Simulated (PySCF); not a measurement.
**How good is the calculation?**

Geometry:
| atom | x (Å) | y (Å) | z (Å) |
| --- | --- | --- | --- |
| C1 | 0.795 | -0.084 | 1.059 |
| C2 | 1.208 | 0.538 | -0.111 |
| N3 | 0.423 | 0.623 | -1.177 |
| C4 | -0.782 | 0.079 | -1.059 |
| C5 | -1.195 | -0.542 | 0.112 |
| N6 | -0.410 | -0.627 | 1.178 |
| H7 | 1.453 | -0.143 | 1.921 |
| H8 | 2.198 | 0.978 | -0.188 |
| H9 | -1.440 | 0.138 | -1.920 |
| H10 | -2.186 | -0.981 | 0.189 |

The experiment to reproduce: δ 15N N3/N6 -42.2 ppm (measured; solution, cyclohexane; M. Witanowski et al., J. Magn. Reson. 124 (1997) 127). Coupling constants: 1J(C1,H7) 182.7 Hz.

[PySCF 2.14: B3LYP/pcJ-2 coupling constants; NMR shieldings at B97-2/pcSseg-2/GIAO; PBE0-D3(BJ)/def2-TZVP geometry; equivalent nuclei averaged; one computed conformer; non-relativistic; no solvent model]

Problem. How close does the calculation come?

Solution. 
Reference values: measured (solution, cyclohexane; M. Witanowski et al., J. Magn. Reson. 124 (1997) 127).
| atoms | quantity | reference | computed | computed, scaled |
| --- | --- | --- | --- | --- |
| N3/N6 | δ 15N vs neat liquid CH3NO2 | -42.2 | – | -48.0 |

Computed shifts are σ(ref) − σ with the named reference compound (TMS for H and C) calculated as an isolated molecule at the same level. The measured values may be among those fitted. Shieldings were converted by a linear fit to measured shifts: 15N (scatter 6.8 ppm rms vs CH3NO2, solution or neat liquid). A few per cent of atoms miss by over 2 rms, more outside the fitted compound classes.

Coupling constants in Hz:
```tsv
coupling	reference	computed	source
1J(C1,H7)	182.7	188.0	measured; liquid or solution (compiled); Buevich, Sauri, Parella, De Tommasi, Bifulco, Williamson, Martin, Chem. Commun. 2019 (ESI)
```
